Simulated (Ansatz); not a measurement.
Two shapes of singlet CH4O.

Shape 1:

```xyz
6

C     0.0000   -0.0296   -0.6489
O     0.0000   -0.0656    0.7479
H     0.0000   -1.0687   -1.0110
H    -0.8949    0.4658   -1.0751
H     0.8949    0.4658   -1.0751
H     0.0000    0.8400    1.0713
```

Shape 2:

```xyz
6

C     0.0000   -0.0273   -0.5970
O     0.0000   -0.0604    0.6881
H     0.0000   -0.9832   -0.9301
H    -0.8233    0.4285   -0.9891
H     0.8233    0.4285   -0.9891
H     0.0000    0.7728    0.9856
```

Basis set: def2-TZVP (spherical functions). Correlated methods keep 2 orbitals frozen. Charge 0, multiplicity 1.

Computed with Ansatz (development build ahead of 0.2.0); each method stands on the lowest determinant of its kind that the runs found.

**Question.** Which shape is lower in energy, and by how much in each method?

**Answer.**

```csv
method,E(2) − E(1) (eV)
RHF,0.714
RHF-MP2,0.937
```

Shape 1 is lower. Caution: no unrestricted run beside it, a lower state can exist.
